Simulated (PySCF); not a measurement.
# TDDFT excited states: CH5NSi

Species: CH₅NSi.
Z-matrix (Å and degrees, GFN2-xTB geometry), rows numbered from 1:
```
N 
C   1  1.2565
Si  2  1.8965  1  119.75
H   1  1.0219  2  116.32  3  -179.95
H   2  1.1032  1  122.73  3   179.94
H   3  1.4666  2  107.13  1   121.73
H   3  1.4662  2  107.08  1  -121.59
H   3  1.4557  2  109.76  1     0.06
```

Theory: TDDFT CAM-B3LYP/def2-SVPD, vertical, gas phase, core orbitals frozen in the response in PySCF.

List the vertical singlet excitations with oscillator strengths and describe the spectrum.

| state | E (eV) | λ (nm) | ν̃ (cm⁻¹) | f | \|μ\| (D) | symmetry | main configurations (H = HOMO, L = LUMO) |
| --- | --- | --- | --- | --- | --- | --- | --- |
| S1 | 4.42 | 280.6 | 35640 | 0.0032 | 0.44 | A″ | H→L (98%) |
| S2 | 6.61 | 187.5 | 53320 | 0.0039 | 0.39 | A′ | H→L+1 (80%), H→L+3 (10%) |
| S3 | 7.45 | 166.5 | 60050 | 0.045 | 1.26 | A′ | H→L+3 (84%), H→L+1 (10%) |
| S4 | 7.79 | 159.1 | 62840 | 0.040 | 1.16 | A′ | H→L+2 (70%), H→L+4 (14%) |
| S5 | 7.85 | 158.0 | 63290 | 0.0000 | 0.02 | – | H→L+5 (50%), H-4→L (46%) |
| S6 | 7.86 | 157.8 | 63360 | 0.046 | 1.24 | A′ | H→L+4 (78%), H→L+2 (11%) |
| S7 | 7.91 | 156.7 | 63830 | 0.0001 | 0.06 | – | H-4→L (48%), H→L+5 (46%) |
| S8 | 8.18 | 151.6 | 65940 | 0.432 | 3.73 | A′ | H-1→L (82%) |

Triplets (Tamm–Dancoff): T1 3.58 eV, H→L (97%); T2 5.06 eV, H-1→L (72%), H-3→L (24%); T3 6.31 eV, H→L+1 (71%), H→L+3 (14%).

The lowest singlet lies at 4.42 eV (281 nm, ultraviolet) and is very weak; its leading configuration is HOMO→LUMO (98%). The strongest level in the table is S8 at 8.18 eV (152 nm, f = 0.432). It is the last of those listed, so stronger ones may follow. S5/S6 lie within about 0.01 eV of each other. Löwdin shares by element: HOMO nitrogen 52%, carbon 21%, silicon 9%, hydrogen 8% or more; LUMO nitrogen 37%, carbon 36%, silicon 11%, hydrogen 6% or more. The listed states span 3.76 eV, and the widest gap between neighbours is 2.19 eV (S1 to S2). Weighted by f, the mean energy of these states is 8.03 eV. The oscillator strengths of these states sum to 0.570; summed over the whole spectrum of an exact calculation they would give the number of electrons, 32 (Thomas–Reiche–Kuhn). No computed singlet lies in the visible range (380 to 750 nm); the lowest, at 281 nm, stands 1.16 eV above its violet end (3.26 eV). Symmetry labels in Cs follow from the direction of the transition dipole and are given only for states with f of 0.002 or more. Only the lowest 8 singlets were computed, as vertical energies without vibronic structure.
